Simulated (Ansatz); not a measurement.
What a trial cell of V2O relaxes into

The calculation used Ansatz 0.2.0, DFT PBE, scalar-relativistic, plane waves, PAW. Cutoff 420 eV, Γ-centred k mesh, Gaussian smearing, no spin polarisation in the final step.

The start puts V2O on the marcasite structure type (Pnnm, No. 58), with O in place of Fe, V in place of S, at a guessed volume.

```
V O
1.0
     4.03049    0.00000    0.00000
     0.00000    4.91918    0.00000
     0.00000    0.00000    3.07088
V O
4 2
Direct
  0.20040 0.37870 0.00000
  0.79960 0.62130 0.00000
  0.70040 0.12130 0.50000
  0.29960 0.87870 0.50000
  0.00000 0.00000 0.00000
  0.50000 0.50000 0.50000
```

Cell and atoms relax at zero pressure; the relaxation can't lower the symmetry of the start. After a coarse first stage the cell is made exact in the group found at 0.06 Å.

Formation energies are uncorrected and refer to the elements' standard structures at the same level (O₂ as a molecule).

Describe the relaxed structure.

It keeps Pnnm (No. 58). The result has the CaCl2 structure. Conventional cell: a = 4.756 Å, b = 5.096 Å, c = 2.623 Å. V has 3 O at 1.97–2.06 Å; O is coordinated by 6 V at 1.97–2.06 Å.

```
V O
1.0
     4.75632    0.00000    0.00000
     0.00000    5.09646    0.00000
     0.00000    0.00000    2.62312
V O
4 2
Cartesian
  1.0706 1.6564 0.0000
  3.6857 3.4400 0.0000
  3.4487 0.8918 1.3116
  1.3076 4.2046 1.3116
  0.0000 0.0000 0.0000
  2.3782 2.5482 1.3116
```

What are its volume, energy, density and gap?

The volume per atom is 10.60 Å³, the density is 6.16 g/cm³ and the energy over the elements is -1.24 eV/atom. The gap on the 8×8×14 mesh is 0 eV (a metal).

The final run used a 8×8×14 mesh on its 6-atom cell and 0.10 eV smearing. For metals, differences of a few meV/atom aren't resolved. Symmetry constrained the relaxation, so the result can be a saddle point.

Cost: 3 runs of about 5.4 core-minutes in all, on AMD EPYC 7R43 (Zen 3) (shared hosts).